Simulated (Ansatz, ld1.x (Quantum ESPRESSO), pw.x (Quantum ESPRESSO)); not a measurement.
**Equation-of-state test of one RRKJ potential (Nb)**

```json
{"Element": "niobium", "Generator": "ld1.x (Quantum ESPRESSO) 7.5", "Type": "norm-conserving RRKJ (Kleinman–Bylander form)", "Functional": "PBEsol", "Relativity": "scalar-relativistic", "Frozen core": "[Kr]", "Valence charge": "5", "Reference configuration": "4d4 5s0.5 5p0.5", "Partial waves": "5p (bound): rc 4.20 bohr; 4d (bound): rc 2.55 bohr; 5s (bound): rc 2.60 bohr", "Local potential": "the s channel", "Core correction": "none", "rho0": "0.001"}
```

Atomic tests: cutoffs needed: 21 Ry and 30 Ry (the cutoffs (Ry, on a coarse ladder) from which the occupation-weighted sum of valence levels, in a spherical-Bessel basis at the reference potential, stays within 10 and 1 mRy of its value at 400 Ry); ghost test: no extra level below or beside the all-electron valence levels (p, d, s, f tested) (spherical-Bessel basis up to 400 Ry, 20 bohr box); largest excitation error: +345 meV (all-electron minus pseudo) for 4d1 5s0 5p0, out of 7 test configurations.

Crystal test: bcc Nb in pw.x 7.5, no spin, 14³ k-points, Fermi–Dirac smearing 0.01 Ry, cutoffs 40/160 Ry. The reference is all-electron LAPW (Ansatz 0.2.0) with the same functional, mesh and smearing; V0 and B0 come from Birch–Murnaghan fits to the pressures at five volumes. Errors are pseudo minus all-electron; Δ is the rms difference of the E(V) curves that follow from these fits, minima aligned, over ±6 % about the mean V0. Mesh and smearing are coarse, so the numbers serve the comparison and aren't converged zero-temperature values; the lattice is a test structure that the element need not adopt.

```csv
V (Å³/atom),P all-electron (GPa),P pseudo (GPa)
16.688,10.05,22.00
17.127,4.74,15.99
17.566,-0.00,10.60
18.005,-4.24,5.76
18.444,-8.02,1.42
```

All-electron: a0 = 3.275 Å (V0 = 17.57 Å³/atom), B0 = 179.2 GPa.

Pseudopotential: mean pressure error (GPa): +10.65. The pressure does not cross zero within the volumes sampled, so no fit is given. The largest radius (4.20 bohr) exceeds half the bond length (2.68 bohr), so the spheres overlap, which is one possible source of error among others. This is a poor potential for the solid.

Q: At the middle volume, how do free energy and pressure move when the wave cutoff is lowered (ecutrho kept at four times it)?

A:

```csv
cutoff (Ry),shift of F (meV/atom),shift of P (GPa)
18,+699.3,-33.21
24,+27.7,-2.71
32,+3.3,-0.06
```

The run at the middle volume (104 k-points, 9 iterations) took about 6.8 s on one core of a shared host (Neoverse-V1, 32 threads, 247 GiB, load 17).
